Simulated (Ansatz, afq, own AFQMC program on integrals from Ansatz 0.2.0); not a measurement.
# B₂H₂, singlet → B2H2⁺, doublet

```xyz
4

B     0.0000    0.0000    0.7529
B     0.0000    0.0000   -1.0096
H     0.0000    1.0240    1.3765
H     0.0000   -1.0240    1.3765
```

Connectivity, by distances: BH2–B.

E(doublet, charge +1) − E(singlet, charge +0) at this geometry, on RHF and UHF determinants.

Basis 6-31G. Noble-gas cores (and the filled d shells of Ga–Kr and In–Xe) are frozen. Integrals, coupled cluster, full CI and functionals: Ansatz 0.2.0; the random walks run on the same integrals in our own AFQMC program. ph-AFQMC/CISD is guided by a CISD state made of CCSD amplitudes; releasing the constraint for a short imaginary time cuts its bias at the price of noise, slowly where states lie close. ± is one standard error of the sampling. The errors of all members are added in quadrature.

Full CI on the same integrals is exact in this basis and with this determinant's frozen core.

Errors are counted within 6-31G, not against nature.

Cautions: B₂H₂ (singlet): another spin lies lower, restricted determinant unstable towards unrestricted (UHF 598 meV lower, ⟨S²⟩ 0.84), the released energies are still falling, so no released level is given (meV from the phaseless value at times in 1/Eh: -1.4 ± 2.3 at 0.24, -3.3 ± 2.3 at 0.51, -6.9 ± 2.2 at 0.99, -9 ± 3 at 1.62, -16 ± 3 at 2.40), though the last usable value meets full CI within the noise, CCSDTQ on the UHF determinant differs (489 meV lower), perhaps since the unrestricted series falls towards higher spin; B₂H₂⁺ (doublet): the ph-AFQMC/CISD walk drifts between its halves (2.4 errors).

```
level  vertical ionization energy (eV)
  MP2                            7.541
 CCSD                            7.766
```

Task: From these cheaper values, estimate the vertical ionization energy at the reference level in 6-31G.

Result: 7.784 eV (full CI in 6-31G).

```json
{"level": "HF", "vertical ionization energy (eV)": "7.078", "error against FCI (eV)": "-0.706"}
{"level": "CCSD(T)", "vertical ionization energy (eV)": "7.778", "error against FCI (eV)": "-0.006"}
{"level": "CCSDT", "vertical ionization energy (eV)": "7.780", "error against FCI (eV)": "-0.004"}
{"level": "CCSDT(Q)", "vertical ionization energy (eV)": "7.782", "error against FCI (eV)": "-0.002"}
{"level": "CCSDTQ", "vertical ionization energy (eV)": "7.784", "error against FCI (eV)": "0.000"}
{"level": "ph-AFQMC/CISD", "vertical ionization energy (eV)": "7.778 ± 0.003", "error against FCI (eV)": "-0.006 ± 0.003"}
```

Correlation beyond CCSD(T) adds 0.006 eV. The perturbative (T) step is worth +0.012 eV.

CCSDT and higher add their correlation energy to the determinant of the CCSD(T) run, since their own runs factorise the integrals more tightly (a shift of under 2 meV). A walk keeps the symmetry of its determinant, which the program's search chose and which needn't be the lowest solution, so a lower state of the same spin and another symmetry isn't excluded.
